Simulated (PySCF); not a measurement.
Compound: formic acid, CH2O2.
Atom-mapped SMILES: `[O:1]=[CH:2][OH:3]` (hydrogens: H4 on C2; H5 on O3)

Cartesian coordinates in Å at the PBE0-D3(BJ)/def2-SVP level; atoms count from 1:
```xyz
5
CH2O2 angstrom
O     -1.3314   -0.1019    0.0054
C     -0.1680   -0.3789   -0.0045
O      0.8293    0.5035    0.0030
H      0.2436   -1.4101   -0.0213
H      0.4265    1.3874    0.0174
```

Theory: core-valence-separated Tamm–Dancoff BHandHLYP/aug-pcX-1 (pcseg-1 on H) in PySCF, non-relativistic, gas phase, PBE0-D3(BJ)/def2-SVP geometry.

Computed carbon K-edge spectrum, Gaussian lines of 0.8 eV full width, highest printed point 100; it ends one width below the last computed root. The energies are unshifted.

photon energy (eV), absorption and a bar:
```
    284.0          2 #
    284.2          8 ##
    284.4         26 ########
    284.6         57 #################
    284.8         90 ###########################
    285.0        100 ##############################
    285.2         79 ########################
    285.4         44 #############
    285.6         17 #####
    285.8          5 #
    286.0          1 
    286.2          0 
    286.4          0 
    286.6          0 
    286.8          0 
    287.0          0 
    287.2          0 
    287.4          0 
    287.6          0 
    287.8          0 
    288.0          0 
    288.2          0 
    288.4          0 
    288.6          0 
    288.8          1 
    289.0          4 #
    289.2         10 ###
    289.4         21 ######
    289.6         30 #########
    289.8         31 #########
    290.0         24 #######
    290.2         13 ####
    290.4          6 ##
    290.6          3 #
    290.8          3 #
    291.0          6 ##
    291.2          9 ###
    291.4          9 ###
    291.6          7 ##
    291.8          5 #
    292.0          4 #
    292.2          5 #
    292.4          7 ##
    292.6         10 ###
    292.8         16 #####
```

Question: Where are the maxima, and which lines make them up?

Answer: 3 maxima:
- 285.0 eV: C2 (carboxylic acid carbon), 284.96 eV, f = 0.087, 1s→π*, 100 % of the height at the exact maximum
- 289.7 eV: C2 (carboxylic acid carbon), 289.70 eV, f = 0.026, 94 % of the height at the exact maximum
- 291.3 eV: C2 (carboxylic acid carbon), 291.28 eV, f = 0.006, 73 % of the height at the exact maximum; C2 (carboxylic acid carbon), 291.41 eV, f = 0.002, 26 % of the height at the exact maximum

Roots within 0.03 eV on the same or equivalent atoms count as one line; shares under 12 % aren't listed.

Vibrational structure and lifetime widths aren't in the curve. The ionisation threshold wasn't computed; near and above it a finite basis only mimics Rydberg series and continuum.

One conformer stands for the species.
